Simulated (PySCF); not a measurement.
PH₃.
Structure used (PBE0-D3(BJ)/def2-SVP), in Å, numbered top down from 1:
```
atom  x, y, z in Å
P1    -0.0037    0.0053    0.5048
H2    -0.5815    1.0469   -0.2843
H3     1.1976   -0.0154   -0.2685
H4    -0.6119   -1.0250   -0.2763
```

Computed, not measured: PBE0-D3(BJ)/def2-SVP geometry optimisation, gas phase in PySCF 2.14.0.

Masses are those of the commonest isotopes; rigid-rotor values at the optimised geometry. 

(1) What are A, B and C (MHz)?

(2) What kind of rotor is it?

(3) What does the inertial defect say?

(4) Give the other two planar moments, Paa and Pbb, and the rms extents of the mass along the axes.

(5) Where do the R-branch lines fall?

## Answers

(1) Ia = 3.84, Ib = 3.84, Ic = 4.33 u·Å²; 505379 MHz·u·Å²/I gives A = 131443, B = 131439, C = 116782 MHz.

(2) An oblate symmetric top, as the point group C3v requires two equal moments; the computed ones differ by 0.00 % because the geometry is symmetric only within the optimiser's tolerance; Ray's κ = 0.999.

(3) Not planar: Δ = Ic − Ia − Ib = -3.36 u·Å². For a rigid frame Δ = −2 Σ m c², so Σ m c² = 1.68 u·Å² lies off the ab plane: 1.53 from hydrogen and 0.15 from heavier atoms. The atom farthest from that plane is 0.71 Å away.

(4) Paa = Σ m a² = (Ib + Ic − Ia)/2 = 2.16 and Pbb = Σ m b² = (Ia + Ic − Ib)/2 = 2.16 u·Å². With the mass M = 34.00 u, the rms extents √(P/M) along a, b and c are 0.25, 0.25, 0.22 Å.

(5) The dipole of 0.91 D lies along the symmetry axis, so ΔK = 0 and J+1 ← J falls at 2B(J+1) for every K: 262.88 GHz, 525.76 GHz, 788.65 GHz, 1051.53 GHz, 1314.41 GHz for J = 0 to 4.

Whether it is a minimum is left open (no frequencies). Constants of a rigid frame at the computed geometry: no zero-point averaging, no centrifugal distortion.
